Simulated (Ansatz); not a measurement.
## Relaxing CaZr

Computed with DFT PBE, scalar-relativistic, plane waves, PAW (Ansatz). Cutoff 420 eV, Γ-centred k mesh, Gaussian smearing, no spin polarisation in the final step.

CaZr was placed on the CuAu (L1_0) structure type (P4/mmm, No. 123), with Ca in place of Cu, Zr in place of Au, at a guessed volume.

```
CELL_PARAMETERS angstrom
3.28662 0.00000 0.00000
0.00000 3.28662 0.00000
0.00000 0.00000 4.30782
ATOMIC_POSITIONS crystal
Ca 0.50000 0.50000 0.50000
Zr 0.00000 0.00000 0.00000
```

Cell and atoms relax at zero pressure; the relaxation can't lower the symmetry of the start. After a coarse first stage the cell is made exact in the group found at 0.06 Å.

The zero of energy is the elements' standard structures at the same level; no fitted shifts are applied.

What does it relax into?

It keeps P4/mmm (No. 123). The result has the CuAu (L1_0) structure. Conventional cell: a = 3.266 Å, c = 5.314 Å. Ca has 4 Ca at 3.27 Å and 8 Zr at 3.52 Å; Zr is coordinated by 4 Zr at 3.27 Å and 8 Ca at 3.52 Å.

```
Ca Zr
1.0
     3.26625    0.00000    0.00000
     0.00000    3.26625    0.00000
     0.00000    0.00000    5.31363
Ca Zr
1 1
Direct
  0.50000 0.50000 0.50000
  0.00000 0.00000 0.00000
```

What are its volume, energy, density and gap?

The volume per atom is 28.34 Å³, the density is 3.85 g/cm³ and the energy over the elements is 0.47 eV/atom. The gap on the 18×18×10 mesh is 0 eV (a metal).

The final run used a 18×18×10 mesh on its 2-atom cell and 0.10 eV smearing. The k mesh leaves about 4 meV/atom of noise in metals. Symmetry constrained the relaxation, so the result can be a saddle point.

Cost: 3 runs of about 0.55 core-minutes in all, on Intel Xeon Platinum 8581C (Emerald Rapids) (shared hosts).